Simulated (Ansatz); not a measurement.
Solid CO2 (dry ice)

Level of theory: HSE06-D3(BJ) in Ansatz (plane waves, PAW).

Cell: relaxed with r²SCAN-D4: a = 5.503 Å, b = 5.503 Å, c = 5.503 Å, α = 90.00°, β = 90.00°, γ = 90.00°.

```json
{
  "lattice_energy": "25 kJ/mol"
}
```

Measured, for comparison: lattice energy 28 kJ/mol (sublimation enthalpy back-corrected for vibrations incl. anharmonic terms (X23); as tabulated in Klimeš (2016), arXiv:1606.06868). Computed (rounded) less measured: lattice energy -3 kJ/mol.

Static lattice: no zero-point or thermal effects.

Ansatz is a program for electronic structure.
